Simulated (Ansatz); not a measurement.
The input, for Ansatz 0.2.0:

```yaml
crystal:
  periodic: [false, false, false]
  atoms:
    - {symbol: C, position_ang: [-0.158570, 0.000000, 0.000000]}
    - {symbol: H, position_ang: [-0.521776, 1.027301, 0.000000]}
    - {symbol: H, position_ang: [-0.521776, -0.513650, 0.889668]}
    - {symbol: H, position_ang: [-0.521776, -0.513650, -0.889669]}
    - {symbol: H, position_ang: [1.284430, 0.000000, 0.000000]}
    - {symbol: H, position_ang: [2.170430, 0.000000, 0.000000]}
basis:
  gaussian: {orbitals: cc-pVDZ}
magnetization: {spin_polarized: false, initial_magnetization: 1}
hamiltonian: {pseudopotentials: {relativity: none}}
correlation: {method: mp2, electrons: valence}
```

```sh
$ ansatz run in.yaml --threads 1 --pin off --events-out ev --progress --plain --max-ram 2393MiB
```

Log:

```
348 factors; integrals over basis functions are off by at most 9.5e-4 eV
mean field evaluation 1: about -1105.2167 eV, gradient 1.5e1 eV
mean field evaluation 2: about -1105.2164 eV, gradient 1.5e1 eV
mean field evaluation 4: about -1106.0410 eV, gradient 1.8e0 eV
mean field evaluation 8: about -1106.0639 eV, gradient 5.1e-2 eV
mean field -1106.06396283 eV, -40.6471009171 hartree, gradient 1.7e-6 eV, S^2 0.750000; 0 other end points of the search recorded, 0 dependent functions left out
mean field evaluation 16: about -1106.1580 eV, gradient 4.5e0 eV
1 core orbitals not correlated: weight in the atoms' cores, before any rotation towards them, 1.000 or more for the frozen orbitals, at most 0.000 for the correlated occupied ones
reference -1106.06396283 eV, -40.6471009171 hartree; 5, 4 occupied and 33, 34 virtual orbitals, 348 factors
second order -4.67166437 eV of doubles, -0.13229618 eV of singles
Total energy: -1110.86792339 eV, -40.8236432113 hartree
```

Ran on 1 thread of AMD EPYC 7R13, shared host: 0.15 s wall, 0.09 GiB peak host memory.
